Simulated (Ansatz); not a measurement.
in.yaml

```yaml
crystal:
  periodic: [false, false, false]
  atoms:
    - {symbol: B, position_ang: [-0.114887, 0.000009, 0.089052]}
    - {symbol: H, position_ang: [0.311423, 0.539087, -0.991887]}
    - {symbol: H, position_ang: [0.609492, -0.000048, 1.028622]}
    - {symbol: H, position_ang: [0.311340, -0.539134, -0.991888]}
basis:
  gaussian: {orbitals: cc-pVDZ}
correlation: {method: fci, electrons: outside_noble_gas}
```

```sh
$ ansatz run in.yaml --threads 1 --pin off --events-out ev --progress --plain --max-ram 2393MiB
```

(1) Roughly how long does this take on 1 thread of Intel Xeon Platinum 8259CL, shared host, and how much host memory?

```
529 factors; integrals over basis functions are off by at most 2.1e-7 eV
mean field evaluation 1: about -712.9432 eV, gradient 1.0e1 eV
mean field evaluation 2: about -712.9432 eV, gradient 1.0e1 eV
mean field evaluation 4: about -713.4789 eV, gradient 6.0e-1 eV
mean field evaluation 8: about -713.4816 eV, gradient 8.8e-7 eV
mean field -713.48162336 eV, -26.2199660434 hartree, gradient 2.6e-6 eV, S^2 0.000000; 0 other end points of the search recorded, 0 dependent functions left out; unrestricted orbitals would lower it
1 core orbitals not correlated: weight in the atoms' cores, before any rotation towards them, 1.000 or more for the frozen orbitals, at most 0.000 for the correlated occupied ones
reference -713.48162336 eV, -26.2199660434 hartree; 3, 3 occupied and 25, 25 virtual orbitals, 529 factors
state -717.13631974 eV, -26.3542736578 hartree
Total energy: -717.13631974 eV, -26.3542736578 hartree
```

Natural occupations: 1.9586 1.9487 1.8934 0.0701 0.0406 0.0200 0.0164 0.0111 0.0087 0.0080 0.0068 0.0036 0.0028 0.0024 0.0023 0.0014 0.0013 0.0011 0.0008 0.0004 0.0004 0.0004 0.0003 0.0003.

Answers

(1) 21 s wall and 0.55 GiB.
